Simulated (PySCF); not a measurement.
The vertical singlet excitations below were computed for one of the candidates. The calculation used PySCF 2.14.0, density-fitted response routines, TDDFT wB97X-D/def2-SVPD, vertical, gas phase, core orbitals frozen in the response. Geometries: GFN2-xTB, one conformer each.

```csv
state,E (eV),λ (nm),f
S1,4.23,292.8,0.0002
S2,4.90,252.8,0.0039
S3,6.65,186.3,0.546
S4,7.50,165.2,0.089
S5,7.56,164.1,0.0010
S6,7.64,162.2,0.018
S7,7.83,158.3,0.0081
S8,7.89,157.1,0.0000
```

Triplets computed (Tamm–Dancoff): 3.56, 4.08, 4.20 eV.

Task: Which candidate is it? All have the formula C4H8N2.
A. `[H]/N=C(/C=C)CN`
B. `[H]/N=C(C)\C=N\C`
C. `CN1CCC=N1`
D. `C=C/C(C)=N\N`

Result: B. Its S1, at 4.23 eV, is the lowest among the candidates; the nearest of the others has S1 at 4.75 eV. S1 is HOMO→LUMO (95%). Löwdin shares by element: HOMO nitrogen 59%, carbon 18% or more (atoms not listed hold the other 23%); LUMO nitrogen 49%, carbon 37% or more. At the same level the other candidates give, for their lowest levels:
- `C=C/C(C)=N\N`: 4.95 eV (f 0.387); 5.17 eV (f 0.015); 6.14 eV (f 0.021); 6.95 eV (f 0.014); 7.09 eV (f 0.188); T1 2.98 eV; HOMO -7.95, LUMO 0.75 eV
- `[H]/N=C(/C=C)CN`: 4.75 eV (f 0.001); 5.89 eV (f 0.011); 6.39 eV (f 0.475); 6.81 eV (f 0.022); 7.46 eV (f 0.004); T1 3.77 eV; HOMO -9.31, LUMO 0.68 eV
- `CN1CCC=N1`: 5.38 eV (f 0.157); 5.85 eV (f 0.027); 6.41 eV (f 0.008); 6.65 eV (f 0.003); 7.07 eV (f 0.007); T1 3.61 eV; HOMO -7.55, LUMO 2.16 eV

Shape of the structure used: `[H]/[N:6]=[C:4](\[CH:3]=[N:2]\[CH3:1])[CH3:5]`: N2–C3–C4–C5 0°.
